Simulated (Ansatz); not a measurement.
Molecule: thioethanol, C$_{2}$H$_{6}$S (charge 0, singlet). SMILES: CCS
Coordinates optimised at B3LYP-D3(BJ)/def2-TZVP (Ansatz, a program for electronic structure):
```xyz
9

C      1.5260     0.6696    -0.0051
C      0.0131     0.8318     0.0111
S     -0.7684    -0.8280    -0.0040
H     -2.0453    -0.4120     0.0134
H     -0.3062     1.3641     0.9064
H     -0.3226     1.3880    -0.8635
H      2.0088     1.6484     0.0036
H      1.8712     0.1133     0.8677
H      1.8548     0.1370    -0.8989
```
Charge 0, spin multiplicity 1.

Parts of the frozen-core correlation energy in cc-pV(D+d)Z (Ansatz, hartree). Frozen orbitals: 7; correlated occupied orbitals by spin: 10 and 10; virtual: 64 and 64. No spin-orbit coupling. Non-relativistic.

```tsv
term	value
reference (HF)	-476.76756
MP2 opposite-spin	-0.33307
MP2 same-spin	(withheld)
CCSD correlation	(withheld)
(T)	(withheld)
T1 diagnostic	0.008
largest doubles amplitude	0.036
```

Complete the blanks.


- MP2 same-spin, value: -0.09759
- CCSD correlation, value: -0.47931
- (T), value: -0.01351
